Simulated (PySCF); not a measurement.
# N₃H₄+, a complex of two parts: interaction energy

The task here is to estimate one member of a computed series from the others.

Computed with PySCF 2.14.0; each step states its level. No surroundings beyond the atoms listed, unless a continuum is named. Atoms count from 0, parts from 1.

## The system as given

7 atoms, charge 1, multiplicity 1; geometry: GFN2-xTB. Parts: 1 = atoms 0–4, `[NH4+]`, charge 1; 2 = atoms 5–6, `N#N`, charge 0.

The first run:

The job: settings as JSON, then the geometry in Å.

```
{"job": {"xc": "PBE0", "basis": "def2-SVPD", "d3": "d3bj", "grid": 2, "kind": "geom", "shake": 0.01}, "charge": 1, "multiplicity": 1, "parts": [{"atoms": "0-4", "charge": 1, "multiplicity": 1}, {"atoms": "5-6", "charge": 0, "multiplicity": 1}]}
N      0.062351    -0.112638    -0.014312
H     -0.433571    -0.906769    -0.428271
H     -0.402840     0.764995    -0.402959
H     -0.047756    -0.100666     0.995881
H      1.083997    -0.117353    -0.270916
N      3.735916    -0.165532    -0.880926
N      2.682219    -0.148415    -0.634792
```

Command:

```bash
$ OMP_NUM_THREADS=1 python cluster_run.py task.json out
```

This one command runs all jobs of the session in turn.

Among the steps run: Relaxing the molecule at PBE0-D3(BJ)/def2-SVPD; Coupled-cluster interaction energy: CCSD(T) and MP2.

One of the session's tables, all rows but one given; the rest of the session is left out.

It belongs to the step «Coupled-cluster interaction energy: CCSD(T) and MP2». 

```
                 method  interaction energy (kcal/mol)
         HF/aug-cc-pVDZ                          -2.98
        MP2/aug-cc-pVDZ                          -5.30
       CCSD/aug-cc-pVDZ                              ?
    CCSD(T)/aug-cc-pVDZ                          -5.11
         HF/aug-cc-pVTZ                          -3.29
        MP2/aug-cc-pVTZ                          -5.80
    SCS-MP2/aug-cc-pVTZ                          -5.33
      MP2, extrapolated                          -5.88
CCSD(T), limit estimate                          -5.69
```

**Question.** Estimate the row for CCSD/aug-cc-pVDZ.

The run gave: interaction energy (kcal/mol): -4.79. In the column «interaction energy (kcal/mol)» it lies between CCSD(T)/aug-cc-pVDZ (-5.11) and HF/aug-cc-pVTZ (-3.29).
